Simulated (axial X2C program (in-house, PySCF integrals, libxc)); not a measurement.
Bond lengths and stretching modes, held linear, of OAlO⁺

Computed with an in-house all-electron X2C program for linear molecules (integrals from PySCF): two-component X2C with atomic mean-field Coulomb and Gaunt terms, Gaussian nuclei, basis O dyall-av3z, Al dyall-v3z with contracted cores. Spin-free rows use the one-electron spin-free X2C Hamiltonian.

Masses O 15.995, Al 26.982, O 15.995 u. States: 2c Ω = 3 (beyond evenly filled blocks: 2 × ω = 3/2); spin-free M_S = 1, Λ = 2 (beyond evenly filled blocks: 2 × π+α, 2 × π+β, 2 × π-α).

HF, 2c: energies above the lowest point

```tsv
r(O–Al) (Å)	r(Al–O) (Å)	E (meV)
1.6682	1.6682	0.00
1.6682	1.7110	8.86
1.6682	1.7538	69.53
1.7110	1.6682	8.86
1.7110	1.7110	18.21
1.7110	1.7538	79.31
1.7110	1.7966	181.32
1.7538	1.6682	69.53
1.7538	1.7110	79.31
1.7538	1.7538	140.79
1.7966	1.7110	181.32
1.7966	1.7966	345.81
```

Fit a quadratic surface with cubic terms in each bond: where is the minimum, and what are the two stretching wavenumbers?

At HF, 2c: bonds 1.683 and 1.683 Å; harmonic stretches 741.9 and 1089.6 cm⁻¹; force constants 5.15, 5.15 and coupling 0.03 mdyn/Å.

The other levels and Hamiltonians give:

```tsv
Hamiltonian	level	r(O–Al) (Å)	r(Al–O) (Å)	lower stretch (cm⁻¹)	upper stretch (cm⁻¹)
2c	PBE0	1.709	1.709	691.9	1022.4
2c	LDA	1.714	1.714	674.4	999.3
2c	MP2	1.714	1.714	696.6	1028.6
spin-free	PBE0	1.709	1.709	691.9	1022.3
spin-free	HF	1.682	1.682	741.8	1089.6
spin-free	LDA	1.714	1.714	674.4	999.2
spin-free	MP2	1.714	1.714	696.6	1028.6
```

Each state is one determinant, the lowest of a limited PBE0 search; the stretches come from a fit to these few points and carry an uncertainty of a few per cent. Other orders of the atoms were not compared. MP2 freezes inner shells (threshold -2 hartree). The molecule was held linear; bending was not examined, so a bent shape may lie lower. Open-shell Ω = 0 determinants with evenly filled partner blocks cannot be reached by this program, so the Ω shown need not be the lowest component. Note: functional without a current term on a determinant with orbital currents, of the molecule or an atom. Note: several unpaired electrons, one determinant need not be a pure state.
